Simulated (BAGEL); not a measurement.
**One shape, several levels: triplet C6H10**

Wanted: a comparison of 3 runs (UHF/STO-3G, ROHF/6-31G*, UHF/6-31G*) of triplet C6H10. 

The results are computed with BAGEL 1.2.2.

## (1) The molecule

C6H10: 16 atoms, total charge 0, spin state triplet. SMILES of the parent species: `CC1C=CCC1`. The coordinates come from a PBE0-D4/def2-TZVP relaxation. This is one conformer, not always the lowest. That shape belongs to the parent species and isn't relaxed for this state.

Bond lengths: C1–C2 1.526 Å, C2–C3 1.504 Å, C3–C4 1.328 Å, C4–C5 1.500 Å, C2–C6 1.543 Å, C5–C6 1.538 Å, C1–H7 1.093 Å, C1–H8 1.094 Å, C1–H9 1.093 Å, C2–H10 1.096 Å, C3–H11 1.085 Å, C4–H12 1.084 Å, C5–H13 1.094 Å, C5–H14 1.097 Å, C6–H15 1.093 Å, C6–H16 1.092 Å. Some angles: C1–C2–C3 111.4°, C1–C2–C6 113.4°, C3–C2–C6 102.3°, C2–C3–C4 112.4°, C3–C4–C5 111.9°, C4–C5–C6 102.9°, C2–C6–C5 106.1°, C1–C2–H10 108.1°, C3–C2–H10 111.1°, C6–C2–H10 110.6°.

## (2) The energy at UHF/STO-3G (density fitting with cc-pvqz-jkfit) (run 1)

Input file input.json:

```json
{ "bagel" : [

{
  "title" : "molecule",
  "basis" : "sto-3g",
  "df_basis" : "cc-pvqz-jkfit",
  "angstrom" : true,
  "geometry" : [
    { "atom" : "C", "xyz" : [   -0.586730,   -0.470560,    1.710930 ] },
    { "atom" : "C", "xyz" : [    0.393700,    0.225120,    0.770530 ] },
    { "atom" : "C", "xyz" : [    1.117260,   -0.765490,   -0.100350 ] },
    { "atom" : "C", "xyz" : [    0.703660,   -0.726470,   -1.361210 ] },
    { "atom" : "C", "xyz" : [   -0.348860,    0.321200,   -1.573850 ] },
    { "atom" : "C", "xyz" : [   -0.295020,    1.133300,   -0.268910 ] },
    { "atom" : "H", "xyz" : [   -0.073410,   -1.178140,    2.367300 ] },
    { "atom" : "H", "xyz" : [   -1.335880,   -1.028830,    1.142510 ] },
    { "atom" : "H", "xyz" : [   -1.107490,    0.255100,    2.341330 ] },
    { "atom" : "H", "xyz" : [    1.098100,    0.802630,    1.379800 ] },
    { "atom" : "H", "xyz" : [    1.844400,   -1.466730,    0.294740 ] },
    { "atom" : "H", "xyz" : [    1.044910,   -1.389150,   -2.148560 ] },
    { "atom" : "H", "xyz" : [   -0.158950,    0.940160,   -2.455500 ] },
    { "atom" : "H", "xyz" : [   -1.328330,   -0.146410,   -1.735090 ] },
    { "atom" : "H", "xyz" : [    0.312850,    2.027170,   -0.427860 ] },
    { "atom" : "H", "xyz" : [   -1.280210,    1.467110,    0.064210 ] }
  ]
},
{
  "title" : "uhf",
  "nopen" : 2
},
{
  "title" : "print",
  "file" : "orbitals.molden",
  "orbitals" : true
}

]}
```

Run with:

```
$ BAGEL_NUM_THREADS=1 BAGEL input.json > input.out
```

The log of the run:

```text
* using 1 threads per process

  ===============================================================
  ===============================================================

  *** Geometry ***

  { "atom" : "C", "xyz" : [     -1.108759,     -0.889230,      3.233189 ] },
  { "atom" : "C", "xyz" : [      0.743985,      0.425415,      1.456091 ] },
  { "atom" : "C", "xyz" : [      2.111315,     -1.446566,     -0.189634 ] },
  { "atom" : "C", "xyz" : [      1.329725,     -1.372829,     -2.572314 ] },
  { "atom" : "C", "xyz" : [     -0.659250,      0.606980,     -2.974145 ] },
  { "atom" : "C", "xyz" : [     -0.557507,      2.141627,     -0.508166 ] },
  { "atom" : "H", "xyz" : [     -0.138725,     -2.226362,      4.473549 ] },
  { "atom" : "H", "xyz" : [     -2.524447,     -1.944207,      2.159031 ] },
  { "atom" : "H", "xyz" : [     -2.092853,      0.482069,      4.424472 ] },
  { "atom" : "H", "xyz" : [      2.075108,      1.516751,      2.607444 ] },
  { "atom" : "H", "xyz" : [      3.485411,     -2.771718,      0.556978 ] },
  { "atom" : "H", "xyz" : [      1.974594,     -2.625113,     -4.060190 ] },
  { "atom" : "H", "xyz" : [     -0.300372,      1.776645,     -4.640223 ] },
  { "atom" : "H", "xyz" : [     -2.510180,     -0.276675,     -3.278845 ] },
  { "atom" : "H", "xyz" : [      0.591201,      3.830796,     -0.808538 ] },
  { "atom" : "H", "xyz" : [     -2.419246,      2.772436,      0.121339 ] },

  Number of auxiliary basis functions:     1146

  Since a DF basis is specified, we compute 2- and 3-index integrals:
    o Being stored without compression. Storage requirement is 0.015 GB

  Number of basis functions:       40
  Number of electrons      :       46

    * METHOD: MOLECULE                             2.12

  *** Open-shell HF ***

  === Nuclear Repulsion ===
   237.2271742683

      * DIIS with orbital gradients will be used.

  === UHF iteration (sto-3g) ===
      0       -230.04034190          0.01717553           0.26
      1       -230.11056020          0.00537527           0.26
      2       -230.11924525          0.00181709           0.27
      3       -230.12078777          0.00051539           0.28
      4       -230.12105861          0.00009588           0.27
      5       -230.12111852          0.00001865           0.27
      6       -230.12113026          0.00000856           0.28
      7       -230.12113525          0.00000374           0.29
      8       -230.12113681          0.00000083           0.28
      9       -230.12113693          0.00000056           0.27
     10       -230.12113699          0.00000030           0.27
     11       -230.12113701          0.00000007           0.26
     12       -230.12113701          0.00000003           0.27
     13       -230.12113701          0.00000001           0.27
     14       -230.12113701          0.00000000           0.27
    * SCF iteration converged.

    * S^2 (UHF) is 2.0237

    * Permanent dipole moment:
           (    0.016347,    -0.011875,    -0.009242) a.u.

    * METHOD: UHF                                  4.36

    * METHOD: PRINT                                0.00

  ===============================================================
```

It took 6.6 s on 1 thread of Arm Neoverse V1, shared host; peak memory 0.13 GiB.

## (3) The energy at ROHF/6-31G(d) (density fitting with cc-pvqz-jkfit, spherical functions) (run 2)

Input file input.json:

```json
{ "bagel" : [

{
  "title" : "molecule",
  "basis" : "6-31gs.json",
  "df_basis" : "cc-pvqz-jkfit",
  "angstrom" : true,
  "geometry" : [
    { "atom" : "C", "xyz" : [      -0.586730,      -0.470560,       1.710930 ] },
    { "atom" : "C", "xyz" : [       0.393700,       0.225120,       0.770530 ] },
    { "atom" : "C", "xyz" : [       1.117260,      -0.765490,      -0.100350 ] },
    { "atom" : "C", "xyz" : [       0.703660,      -0.726470,      -1.361210 ] },
    { "atom" : "C", "xyz" : [      -0.348860,       0.321200,      -1.573850 ] },
    { "atom" : "C", "xyz" : [      -0.295020,       1.133300,      -0.268910 ] },
    { "atom" : "H", "xyz" : [      -0.073410,      -1.178140,       2.367300 ] },
    { "atom" : "H", "xyz" : [      -1.335880,      -1.028830,       1.142510 ] },
    { "atom" : "H", "xyz" : [      -1.107490,       0.255100,       2.341330 ] },
    { "atom" : "H", "xyz" : [       1.098100,       0.802630,       1.379800 ] },
    { "atom" : "H", "xyz" : [       1.844400,      -1.466730,       0.294740 ] },
    { "atom" : "H", "xyz" : [       1.044910,      -1.389150,      -2.148560 ] },
    { "atom" : "H", "xyz" : [      -0.158950,       0.940160,      -2.455500 ] },
    { "atom" : "H", "xyz" : [      -1.328330,      -0.146410,      -1.735090 ] },
    { "atom" : "H", "xyz" : [       0.312850,       2.027170,      -0.427860 ] },
    { "atom" : "H", "xyz" : [      -1.280210,       1.467110,       0.064210 ] }
  ]
},

{
  "title" : "rohf",
  "nopen" : 2
},

{
  "title" : "print",
  "file" : "orbitals.molden",
  "orbitals" : true
}

]}
```

The basis set 6-31G* is read from a file made from the Basis Set Exchange's data (not shown).

Run with:

```
$ BAGEL_NUM_THREADS=1 BAGEL input.json > input.out
```

The log of the run:

```text
* using 1 threads per process

  ===============================================================
  ===============================================================

  *** Geometry ***

  { "atom" : "C", "xyz" : [     -1.108759,     -0.889230,      3.233189 ] },
  { "atom" : "C", "xyz" : [      0.743985,      0.425415,      1.456091 ] },
  { "atom" : "C", "xyz" : [      2.111315,     -1.446566,     -0.189634 ] },
  { "atom" : "C", "xyz" : [      1.329725,     -1.372829,     -2.572314 ] },
  { "atom" : "C", "xyz" : [     -0.659250,      0.606980,     -2.974145 ] },
  { "atom" : "C", "xyz" : [     -0.557507,      2.141627,     -0.508166 ] },
  { "atom" : "H", "xyz" : [     -0.138725,     -2.226362,      4.473549 ] },
  { "atom" : "H", "xyz" : [     -2.524447,     -1.944207,      2.159031 ] },
  { "atom" : "H", "xyz" : [     -2.092853,      0.482069,      4.424472 ] },
  { "atom" : "H", "xyz" : [      2.075108,      1.516751,      2.607444 ] },
  { "atom" : "H", "xyz" : [      3.485411,     -2.771718,      0.556978 ] },
  { "atom" : "H", "xyz" : [      1.974594,     -2.625113,     -4.060190 ] },
  { "atom" : "H", "xyz" : [     -0.300372,      1.776645,     -4.640223 ] },
  { "atom" : "H", "xyz" : [     -2.510180,     -0.276675,     -3.278845 ] },
  { "atom" : "H", "xyz" : [      0.591201,      3.830796,     -0.808538 ] },
  { "atom" : "H", "xyz" : [     -2.419246,      2.772436,      0.121339 ] },

  Number of auxiliary basis functions:     1146

  Since a DF basis is specified, we compute 2- and 3-index integrals:
    o Being stored without compression. Storage requirement is 0.099 GB

  Number of basis functions:      104
  Number of electrons      :       46

    * METHOD: MOLECULE                             2.43

  *** Open-shell HF ***

  === Nuclear Repulsion ===
   237.2271742683

      * DIIS with orbital gradients will be used.

  === ROHF iteration (6-31gs.json) ===
      0       -232.65539817          0.02738206           0.78
      1       -232.82978405          0.01154229           0.79
      2       -232.86321309          0.00580855           0.75
      3       -232.87090561          0.00147678           0.76
      4       -232.87264042          0.00035116           0.77
      5       -232.87288730          0.00012792           0.77
      6       -232.87292062          0.00002541           0.78
      7       -232.87292983          0.00001161           0.75
      8       -232.87293130          0.00000624           0.79
      9       -232.87293149          0.00000246           0.80
     10       -232.87293155          0.00000110           0.79
     11       -232.87293156          0.00000043           0.79
     12       -232.87293156          0.00000014           0.80
     13       -232.87293156          0.00000006           0.81
     14       -232.87293157          0.00000003           0.80
     15       -232.87293157          0.00000001           0.79
     16       -232.87293157          0.00000001           0.78
    * SCF iteration converged.

    * S^2 (ROHF) is 2.0000

    * Permanent dipole moment:
           (    0.002705,    -0.018072,     0.001260) a.u.

    * METHOD: ROHF                                14.07

    * METHOD: PRINT                                0.03

  ===============================================================
```

Wall time 17 s (1 thread of Arm Neoverse V1, shared host); peak memory 0.32 GiB.

## (4) The energy at UHF/6-31G(d) (density fitting with cc-pvqz-jkfit, spherical functions) (run 3)

Input file hf.json:

```json
{ "bagel": [

{
  "title": "molecule",
  "basis": "6-31gs.json",
  "df_basis": "cc-pvqz-jkfit",
  "angstrom": true,
  "geometry": [
    { "atom": "C", "xyz": [      -0.586730,      -0.470560,       1.710930 ] },
    { "atom": "C", "xyz": [       0.393700,       0.225120,       0.770530 ] },
    { "atom": "C", "xyz": [       1.117260,      -0.765490,      -0.100350 ] },
    { "atom": "C", "xyz": [       0.703660,      -0.726470,      -1.361210 ] },
    { "atom": "C", "xyz": [      -0.348860,       0.321200,      -1.573850 ] },
    { "atom": "C", "xyz": [      -0.295020,       1.133300,      -0.268910 ] },
    { "atom": "H", "xyz": [      -0.073410,      -1.178140,       2.367300 ] },
    { "atom": "H", "xyz": [      -1.335880,      -1.028830,       1.142510 ] },
    { "atom": "H", "xyz": [      -1.107490,       0.255100,       2.341330 ] },
    { "atom": "H", "xyz": [       1.098100,       0.802630,       1.379800 ] },
    { "atom": "H", "xyz": [       1.844400,      -1.466730,       0.294740 ] },
    { "atom": "H", "xyz": [       1.044910,      -1.389150,      -2.148560 ] },
    { "atom": "H", "xyz": [      -0.158950,       0.940160,      -2.455500 ] },
    { "atom": "H", "xyz": [      -1.328330,      -0.146410,      -1.735090 ] },
    { "atom": "H", "xyz": [       0.312850,       2.027170,      -0.427860 ] },
    { "atom": "H", "xyz": [      -1.280210,       1.467110,       0.064210 ] }
  ]
},

{
  "title": "uhf",
  "charge": 0,
  "nopen": 2
},

{
  "title": "print",
  "file": "orbitals.molden",
  "orbitals": true
}

]}
```

The basis set 6-31G* is read from a file made from the Basis Set Exchange's data (not shown).

Run with:

```
$ BAGEL_NUM_THREADS=1 BAGEL hf.json > hf.out
```

The log of the run:

```text
* using 1 threads per process

  ===============================================================
  ===============================================================

  *** Geometry ***

  { "atom" : "C", "xyz" : [     -1.108759,     -0.889230,      3.233189 ] },
  { "atom" : "C", "xyz" : [      0.743985,      0.425415,      1.456091 ] },
  { "atom" : "C", "xyz" : [      2.111315,     -1.446566,     -0.189634 ] },
  { "atom" : "C", "xyz" : [      1.329725,     -1.372829,     -2.572314 ] },
  { "atom" : "C", "xyz" : [     -0.659250,      0.606980,     -2.974145 ] },
  { "atom" : "C", "xyz" : [     -0.557507,      2.141627,     -0.508166 ] },
  { "atom" : "H", "xyz" : [     -0.138725,     -2.226362,      4.473549 ] },
  { "atom" : "H", "xyz" : [     -2.524447,     -1.944207,      2.159031 ] },
  { "atom" : "H", "xyz" : [     -2.092853,      0.482069,      4.424472 ] },
  { "atom" : "H", "xyz" : [      2.075108,      1.516751,      2.607444 ] },
  { "atom" : "H", "xyz" : [      3.485411,     -2.771718,      0.556978 ] },
  { "atom" : "H", "xyz" : [      1.974594,     -2.625113,     -4.060190 ] },
  { "atom" : "H", "xyz" : [     -0.300372,      1.776645,     -4.640223 ] },
  { "atom" : "H", "xyz" : [     -2.510180,     -0.276675,     -3.278845 ] },
  { "atom" : "H", "xyz" : [      0.591201,      3.830796,     -0.808538 ] },
  { "atom" : "H", "xyz" : [     -2.419246,      2.772436,      0.121339 ] },

  Number of auxiliary basis functions:     1146

  Since a DF basis is specified, we compute 2- and 3-index integrals:
    o Being stored without compression. Storage requirement is 0.099 GB

  Number of basis functions:      104
  Number of electrons      :       46

    * METHOD: MOLECULE                             2.30

  *** Open-shell HF ***

  === Nuclear Repulsion ===
   237.2271742683

      * DIIS with orbital gradients will be used.

  === UHF iteration (6-31gs.json) ===
      0       -232.65539817          0.02738206           0.85
      1       -232.83816447          0.01140534           0.76
      2       -232.87197929          0.00571295           0.75
      3       -232.87954616          0.00145031           0.79
      4       -232.88165493          0.00035196           0.75
      5       -232.88182850          0.00013818           0.76
      6       -232.88186734          0.00002577           0.78
      7       -232.88187445          0.00001077           0.79
      8       -232.88187668          0.00000574           0.79
      9       -232.88187746          0.00000218           0.75
     10       -232.88187753          0.00000082           0.78
     11       -232.88187754          0.00000032           0.82
     12       -232.88187754          0.00000015           0.80
     13       -232.88187754          0.00000008           0.78
     14       -232.88187754          0.00000004           0.80
     15       -232.88187754          0.00000002           0.79
     16       -232.88187754          0.00000001           0.80
    * SCF iteration converged.

    * S^2 (UHF) is 2.0232

    * Permanent dipole moment:
           (    0.006099,    -0.021000,    -0.000915) a.u.

    * METHOD: UHF                                 14.14

    * METHOD: PRINT                                0.03

  ===============================================================
```

Wall time 17 s (1 thread of Arm Neoverse V1, shared host); peak memory 0.32 GiB.

## (5) Overview of the runs

| run | level | energy (Eh) | dipole moment (D) | ⟨S²⟩ | wall time |
| --- | --- | --- | --- | --- | --- |
| 1 | UHF/STO-3G (density fitting with cc-pvqz-jkfit) | -230.121137 | 0.06 | 2.024 | 6.6 s |
| 2 | ROHF/6-31G* (density fitting with cc-pvqz-jkfit, spherical functions) | -232.872932 | 0.05 | 2.000 | 17 s |
| 3 | UHF/6-31G* (density fitting with cc-pvqz-jkfit, spherical functions) | -232.881878 | 0.06 | 2.023 | 17 s |

## (6) What came out

| quantity | value |
| --- | --- |
| run 3: total energy | -232.88188 Eh |
| run 3: dipole moment | 0.06 D |
| run 3: ⟨S²⟩ | 2.023 |

What this shows: The dipole moment (its size) runs from 0.05 D (ROHF/6-31G*) to 0.06 D (UHF/STO-3G). The two ends differ in method and basis. In run 1 the basis is minimal, so the values are rough. All runs together took 40 s, the longest 17 s.
